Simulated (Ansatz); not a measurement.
A-type hexagonal La₂O₃ was calculated with r²SCAN0 in Ansatz (plane waves, PAW).

Settings: plane-wave cutoff 520 eV, 9×9×4 k mesh (along the axes of the cell as run), Fermi–Dirac smearing 0.01 eV, scalar-relativistic PAW data made under PBE.

Cell (measured lattice):

```
La2O3
1.0
    3.93400     0.00000     0.00000
   -1.96700     3.40694     0.00000
    0.00000     0.00000     6.13000
La O
2 3
Direct
  0.33333   0.66667   0.24748
  0.66667   0.33333   0.75252
  0.00000   0.00000   0.00000
  0.33333   0.66667   0.64507
  0.66667   0.33333   0.35493
```

**Question.** Predict the band gap, smallest direct gap on the k points sampled and direct gap at Γ.

**Answer.** 
band gap: 6.24 eV
smallest direct gap on the k points sampled: 6.39 eV
direct gap at Γ: 7.14 eV

Note: cell and atoms aren't relaxed at this level (largest force component 0.04 eV/Å, pressure -1.2 GPa).

Spin–orbit coupling is not included.

Computed values are for the static lattice.

Ansatz is a first-principles code.
